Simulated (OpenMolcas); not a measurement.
**H3S+ (sulfonium): levels of theory compared**

Wanted: a comparison of 6 runs (UHF/STO-3G, B2PLYP/STO-3G, B3LYP/STO-3G, M06-2X/STO-3G, UPBE/STO-3G, CCSD(T)/STO-3G) of H3S+ (sulfonium). 

The calculation is run with OpenMolcas 26.06.

### Step 1. Starting point

H3S+ has 4 atoms, charge +1, and is taken as a singlet. As SMILES, `[SH3+]`. The S1–H3 distance was set to 2.372 Å, away from the relaxed value. At this shape a bond of the SMILES string is far longer than usual.

Bond lengths: S1–H2 1.356 Å, S1–H4 1.355 Å. Angles: H2–S1–H4 93.7°.

### Step 2. A single-point energy at UHF/STO-3G (run 1)

The input, calc.input:

```
&gateway
 baslib
 $CurrDir
 coord
 4
 angstrom
 S        0.898473       0.601885      -0.874203
 H        1.444873       0.983715       0.306097
 H       -0.494150      -1.037930       0.125030
 H       -0.058647       1.560715      -0.841693
 basis
 STO-3G
 group
 NoSym

&seward

&scf
 uhf
 charge
 1
 thresholds
 1e-10 1e-07 1e-07 1e-05
 scramble
 0.25
 prorbitals
 1 1
```

The basis set STO-3G is read from a file made from the Basis Set Exchange's data (not shown).

Run with:

```
export MOLCAS_MEM=1860
pymolcas calc.input > calc.log
```

Output:

```text
--- Start Module: gateway ---
[...]
--- Stop Module: gateway /rc=_RC_ALL_IS_WELL_ ---
--- Start Module: seward ---
[...]
      Basis functions           12
--- Stop Module: seward /rc=_RC_ALL_IS_WELL_ ---
--- Start Module: scf ---
[...]
       Convergence after  21 Iterations
[...]
::    Total SCF energy                               -394.5394282020
[...]
      Total spin, S                                     0.5573526780
[...]
      Total electronic charge=   18.000000
      Total            charge=    1.000000
[...]
      Dipole Moment (debye):
      Origin of the operator (angstrom)=    0.8465    0.5933   -0.8105
                   X= -7.4324E-01               Y=  1.2233E+00               Z=  1.5897E+00           Total=  2.1391E+00
      Center of Charge (angstrom)
[...]
--- Stop Module: scf /rc=_RC_ALL_IS_WELL_ ---
[...]
```

Run time: 1.8 s. Hardware: 1 thread of Arm Neoverse V2, shared host; peak memory 0.37 GiB.

### Step 3. A single-point energy at B2PLYP/STO-3G (run 2)

The input, calc.input:

```
* H3S Kohn-Sham DFT
>>> EXPORT MOLCAS_PRINT=2

&GATEWAY
 BASLIB = $CurrDir
 COORD
 4
 angstrom
 S        0.898473       0.601885      -0.874203
 H        1.444873       0.983715       0.306097
 H       -0.494150      -1.037930       0.125030
 H       -0.058647       1.560715      -0.841693
 BASIS = STO-3G
 GROUP = NoSym

&SEWARD
 GRIDINPUT
 Grid=UltraFine
 End of Grid

&SCF
 CHARGE = 1
 KSDFT = B2PLYP_SCF
 THRESHOLDS = 1e-10 1e-07 1e-07 1e-05
 PRORBITALS = 1 1

&MBPT2
 FROZEN = 5
```

The basis set STO-3G is read from a file made from the Basis Set Exchange's data (not shown).

Run with:

```
export MOLCAS_MEM=1860
pymolcas calc.input > calc.log
```

Output:

```text
--- Start Module: gateway ---
[...]
--- Stop Module: gateway /rc=_RC_ALL_IS_WELL_ ---
[...]
      Basis functions           12
[...]
--- Start Module: scf ---
[...]
       Convergence after  14 Iterations
[...]
::    Total KS-DFT energy                            -394.9577694375
[...]
      Total spin, S                                     0.0000000000
[...]
      Total electronic charge=   18.000000
      Total            charge=    1.000000
[...]
      Dipole Moment (debye):
      Origin of the operator (angstrom)=    0.8465    0.5933   -0.8105
                   X= -2.5960E+00               Y= -1.2826E+00               Z=  2.7557E+00           Total=  3.9972E+00
      Center of Charge (angstrom)
[...]
--- Stop Module: scf /rc=_RC_ALL_IS_WELL_ ---
[...]
--- Start Module: mbpt2 ---
[...]
 ###    WARNING: MP2 implementation intended for RHF references only         ###
 ###############################################################################
MBPT2 WARNING: Reference function according to RunFile:KS-DFT
I'll assume you know what you're doing and continue
WARNING!
Default frozen orbitals as non valence orbitals is overwritten by user input.
Default values:   5
[...]
       Reference weight ( Cref**2 )         =        0.85099
::    Total MBPT2 energy                             -395.0749411468
[...]
      Total MBPT2 calculations                           0.03      0.04
--- Stop Module: mbpt2 /rc=_RC_ALL_IS_WELL_ ---
[...]
```

It took 3.9 s on 1 thread of Arm Neoverse V2, shared host; peak memory 0.37 GiB.

Runs 3 to 4 aren't shown in full; the table further down has their settings and results.

### Step 4. A single-point energy at UPBE/STO-3G (run 5)

The input, calc.input:

```
>>> EXPORT MOLCAS_PRINT=2
&GATEWAY
BASLIB=$CurrDir
COORD
4
angstrom
S        0.898473       0.601885      -0.874203
H        1.444873       0.983715       0.306097
H       -0.494150      -1.037930       0.125030
H       -0.058647       1.560715      -0.841693
BASIS=STO-3G
GROUP=NoSym
&SEWARD
GRIDINPUT
Grid=UltraFine
End of Grid
&SCF
UHF
CHARGE=1
KSDFT=PBE
THRESHOLDS=1e-10 1e-07 1e-07 1e-05
SCRAMBLE=0.25
PRORBITALS=1 1
```

The basis set STO-3G is read from a file made from the Basis Set Exchange's data (not shown).

Run with:

```
export MOLCAS_MEM=1860
pymolcas calc.input > calc.log
```

Output:

```text
--- Start Module: gateway ---
[...]
--- Stop Module: gateway /rc=_RC_ALL_IS_WELL_ ---
--- Start Module: seward ---
[...]
      Basis functions           12
--- Stop Module: seward /rc=_RC_ALL_IS_WELL_ ---
--- Start Module: scf ---
[...]
       Convergence after  20 Iterations
[...]
::    Total KS-DFT energy                            -394.9827139468
[...]
      Total spin, S                                    -0.0000000000
[...]
      Total electronic charge=   18.000000
      Total            charge=    1.000000
[...]
      Dipole Moment (debye):
      Origin of the operator (angstrom)=    0.8465    0.5933   -0.8105
                   X= -2.2359E+00               Y= -8.2481E-01               Z=  2.5142E+00           Total=  3.4642E+00
      Center of Charge (angstrom)
[...]
--- Stop Module: scf /rc=_RC_ALL_IS_WELL_ ---
[...]
```

Wall time 6 s (1 thread of Arm Neoverse V2, shared host); peak memory 0.37 GiB.

### Step 5. A single-point energy at CCSD(T)/STO-3G (run 6)

The input, calc.inp:

```
&GATEWAY
  BasLib = $CurrDir
  Coord
  4
  angstrom
  S        0.898473       0.601885      -0.874203
  H        1.444873       0.983715       0.306097
  H       -0.494150      -1.037930       0.125030
  H       -0.058647       1.560715      -0.841693
  Basis = STO-3G
  Group = NoSym

&SEWARD

&SCF
  Charge = 1
  Thresholds = 1e-10 1e-07 1e-07 1e-05
  PrOrbitals = 1 1

&RASSCF
  FileOrb = $Project.ScfOrb
  Spin = 1
  Nactel = 0 0 0
  Inactive = 9
  Ras2 = 0
  OutOrbitals = Canonical
  OrbListing = Nothing

&MOTRA
  JobIph
  Frozen = 5

&CCSDT
  CCT
  Triples = 2
  Iterations = 80
  Accuracy = 1e-08
  Extrapolation = 5 4
```

The basis set STO-3G is read from a file made from the Basis Set Exchange's data (not shown).

Run with:

```
export MOLCAS_MEM=1860
pymolcas calc.inp > calc.log
```

Output:

```text
--- Start Module: gateway ---
[...]
--- Stop Module: gateway /rc=_RC_ALL_IS_WELL_ ---
[...]
      Basis functions           12
[...]
       Convergence after  13 Iterations
[...]
::    Total SCF energy                               -394.4696349850
[...]
      Total spin, S                                     0.0000000000
[...]
      Number of active orbitals                  0
[...]
      Spin quantum number                      0.0
[...]
      Active orbitals                            0
[...]
      Number of CSFs                             1
[...]
      Number of root(s) required                 1
[...]
      Convergence after  4 iterations
[...]
      Natural orbitals and occupation numbers for root  1
      ************************************************************************************************************************
      *                                                    Final results                                                     *
      ************************************************************************************************************************
[...]
::    RASSCF root number  1 Total energy:   -394.46963499
[...]
      Total electronic charge=   18.000000
      Total            charge=    1.000000
[...]
      Dipole Moment (debye):
      Origin of the operator (angstrom)=    0.8465    0.5933   -0.8105
                   X= -2.9935E+00               Y= -1.7971E+00               Z=  3.0177E+00           Total=  4.6149E+00
      Center of Charge (angstrom)
[...]
--- Start Module: motra ---
[...]
      *** WARNING: Default frozen orbitals is overwritten by user input.
      *** Default values:   5
[...]
--- Stop Module: motra /rc=_RC_ALL_IS_WELL_ ---
--- Start Module: ccsdt ---
[...]
      Convergence after                    14  Iterations
      Total energy (diff) :    -394.60098036       0.00000000
[...]
 METHOD                       : CCSD+T(CCSD)+<T3(1)WT1> = CCSD(T)
[...]
       CCSD     =      -394.6009803634857
[...]
--- Stop Module: ccsdt /rc=_RC_ALL_IS_WELL_ ---
[...]
```

It took 2.1 s on 1 thread of Arm Neoverse V2, shared host; peak memory 0.37 GiB.

### Step 6. Overview of the runs

```
run           level  scramble  frozen core orbitals  energy (Eh)  HOMO energy (eV)  LUMO energy (eV)  HOMO–LUMO gap (eV)  wall time
  1      UHF/STO-3G      0.25                     –  -394.539428            -18.51             -5.58               12.92      1.8 s
  2   B2PLYP/STO-3G         –                     5  -394.989406            -15.45             -8.78                6.67      3.9 s
  3    B3LYP/STO-3G         –                     –  -395.164269            -14.62            -10.35                4.27      4.5 s
  4   M06-2X/STO-3G         –                     –  -395.148758            -15.62             -9.06                6.56      4.2 s
  5     UPBE/STO-3G      0.25                     –  -394.982714            -13.80            -10.94                2.86        6 s
  6  CCSD(T)/STO-3G         –                     5  -394.602126            -16.65             -6.50               10.16      2.1 s
```

### Step 7. Results

| quantity | value |
| --- | --- |
| run 6: total energy | -394.60213 Eh |
| run 6: HOMO energy (Hartree–Fock orbitals) | -16.65 eV |
| run 6: LUMO energy (Hartree–Fock orbitals) | -6.50 eV |
| run 6: HOMO–LUMO gap (Hartree–Fock orbitals) | 10.16 eV |
| run 6: correlation energy (5 core orbitals frozen) | -132.5 mEh |
| run 6: (T) correction | -1.15 mEh |

**Reading.** Over runs 1, 2, 3, 4, 5 the HOMO–LUMO gap runs from 2.86 eV (UPBE/STO-3G) to 12.92 eV (UHF/STO-3G). For B2PLYP the log adds the whole second-order term; the table takes 0.27 of it, as the functional is defined. Totals of different functionals can't be ranked against each other. In runs 1, 2, 3, 4, 5, 6 the basis is minimal, so the values are rough. Spin contamination of the reference: run 1 ⟨S²⟩ = 0.87. Where it is this large, the reference is a mixture of spin states, and values that rest on it are in doubt. All runs together took 23 s, the longest 6 s.
